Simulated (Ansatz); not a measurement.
Geometry optimisation, RKS PBE-D4/def2-SVP (Ansatz).

Input file:

```yaml
crystal:
  periodic: [false, false, false]
  atoms:
    - { symbol: B, position_ang: [0.179567, 0.0, 0.269462] }
    - { symbol: H, position_ang: [0.015235, 0.0, 1.452149] }
    - { symbol: Cl, position_ang: [1.899688, 0.0, -0.306438] }
    - { symbol: Cl, position_ang: [-1.13849, 0.0, -0.863174] }
basis:
  gaussian: { orbitals: def2-SVP }
hamiltonian:
  xc: pbe
  dispersion: d4
relax:
  f_tol: 0.03
  max_steps: 50
```

Run as:

```bash
$ ansatz run input.yaml --threads 1 --pin off --max-ram 2048MiB --backend cpu --events-out ev --progress --plain --runs-dir out
```

Q: Where does it end, and by what steps?

A: The run converged. After 3 steps the energy has fallen by 0.049 eV; B1 moved furthest, 0.04 Å.

| step | energy less start (eV) | largest force component (eV/Å) | accepted |
| --- | --- | --- | --- |
| 0 | 0.0000 | 1.355 | yes |
| 1 | -0.0328 | 0.877 | yes |
| 2 | -0.0474 | 0.216 | yes |
| 3 | -0.0487 | 0.016 | yes |

```xyz
4
Properties=species:S:1:pos:R:3
B 0.215 0.000 0.266
H -0.001 0.000 1.456
Cl 1.866 0.000 -0.312
Cl -1.124 0.000 -0.858
```

Whether the end is a true minimum wasn't checked by a vibrational analysis.

The run took 4.2 s on 1 thread of Arm Neoverse V2, on a shared host, peak memory 0.099 GiB.
